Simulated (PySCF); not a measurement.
One molecule, one basis, several functionals.

Compound: 5-methyl-1,3-cyclopentadiene, C6H8.
Cartesian coordinates in Å at the PBE0-D3(BJ)/def2-SVP level; atoms count from 1:
```
atom  x, y, z in Å
C1     1.7492   -0.2604    0.1217
C2     0.2835   -0.0920    0.5219
C3    -0.4108    1.0748   -0.1183
C4    -1.5292    0.6481   -0.7408
C5    -1.6482   -0.8017   -0.5703
C6    -0.6021   -1.2474    0.1559
H7     2.3408    0.6227    0.4070
H8     2.1948   -1.1382    0.6140
H9     1.8378   -0.3955   -0.9668
H10    0.2365    0.0425    1.6230
H11   -0.0416    2.1005   -0.0663
H12   -2.2424    1.2698   -1.2854
H13   -2.4610   -1.4097   -0.9723
H14   -0.4016   -2.2794    0.4488
```

PySCF, pcSseg-1 basis, density fitting, gas phase, PBE0-D3(BJ)/def2-SVP geometry. One functional is left out:

```csv
functional,exact exchange (%),HOMO energy (eV),LUMO energy (eV),dipole moment (D)
B97-D,0,-5.21,-1.42,0.542
BLYP,0,-5.12,-1.37,0.529
BP86,0,-5.40,-1.61,0.570
LDA,0,-5.50,-1.72,0.602
OPBE,0,-5.27,-1.42,0.593
PBE,0,-5.30,-1.52,0.566
B3LYP,20,-6.10,-0.78,0.507
PBE0,25,-6.32,-0.58,0.536
mPW1PW91,25,-6.34,-0.60,0.535
BHandHLYP,50,-7.14,0.49,0.468
```

Question: Predict the row of B97-2 (21 % exact exchange) by straight lines through the other rows, and check it.

Answer: 
```tsv
property	line	computed	computed − line	B3LYP (20 %), for comparison
HOMO energy (eV)	-6.11	-6.07	+0.04	-6.10
LUMO energy (eV)	-0.70	-0.63	+0.07	-0.78
dipole moment (D)	0.528	0.530	+0.002	0.507
```
